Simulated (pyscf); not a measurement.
Optimised with ωB97X-D3(BJ)/def2-SVP in PySCF.

Question: For H₃Si–SiH•–SiH₃ (SMILES [SiH3][SiH][SiH3]) + H₃C–SiH₃ (SMILES C[SiH3]) -> H₃Si–SiH(SiH₃)–SiH₃ (SMILES [SiH3][SiH]([SiH3])[SiH3]) + CH₃• (SMILES [CH3]), a substitution at Si (doublet surface; C–Si broken, Si–Si formed), PBE/def2-TZVP gives ΔE‡ = 77.7 kJ/mol and ΔE = +76.6 kJ/mol (zero: the separated reactants). In which direction and how far do PBE0-D3(BJ)/def2-TZVP, M06-2X/def2-TZVP, ωB97M-D3(BJ)/def2-TZVP move these?

Answer: PBE0-D3(BJ): ΔE‡ = 81.7 kJ/mol, ΔE = +67.2 kJ/mol; M06-2X: ΔE‡ = 110.4 kJ/mol, ΔE = +83.0 kJ/mol; ωB97M-D3(BJ): ΔE‡ = 107.0 kJ/mol, ΔE = +76.0 kJ/mol. PBE's barrier lies under all of them, by 4.0 to 32.7 kJ/mol. Its reaction energy lies among theirs. This is the saddle that the search found; another between the same sides may lie lower. The angle at the attacked Si is 179°.
